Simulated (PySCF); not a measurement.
Static response to an electric field

Species: ammonium, NH4 (charge +1).
Cartesian coordinates in Å at the GFN2-xTB level; atoms count from 1:
```
atom  x, y, z in Å
N1     0.002    0.001   -0.003
H2     0.867   -0.558   -0.012
H3     0.185    0.923   -0.424
H4    -0.318    0.123    0.968
H5    -0.726   -0.485   -0.546
```

Level: B3LYP/def2-SVPD (PySCF), static field, nuclei fixed, core orbitals frozen in the response. The polarisability tensor in these axes (au):

```
x   9.19 0.00 0.00
y   0.00 9.19 0.00
z   0.00 0.00 9.19
```

**Question.** What are the eigenvalues, a third of the trace, and Δα (Δα² = ½Σ(αi − αj)² over the three pairs)?

**Answer.** Principal values 9.19, 9.19 and 9.19 au; mean 9.19 au = 1.36 Å³ = 1.52 × 10⁻⁴⁰ C²·m²/J; Δα = 0.00 au (0 % of the mean). Point group Td makes the tensor isotropic, so any spread comes from the grid or from a geometry that is symmetric only within 0.08 Å.

**Question.** Form Σ f/ω² (atomic units) for the 8 lowest TDDFT singlets, given as eV and f, and set it beside the mean polarisability, which is this sum over all singlets: 14.89, 0.1334; 14.89, 0.1334; 14.89, 0.1335; 16.64, 0.0000; 16.64, 0.0000; 16.64, 0.0000; 16.83, 0.0000; 16.83, 0.0000.

**Answer.** They add up to 1.34 au, 14.5 % of the 9.19 au; the largest single term is 0.45 au, from the state at 14.89 eV. Terms in order: 0.45, 0.45, 0.45, 0.00, 0.00, 0.00, 0.00, 0.00 au. Higher excitations give the rest. The strengths listed sum to 0.400.

Geometry: GFN2-xTB; no solvent, vibrations or thermal averaging.
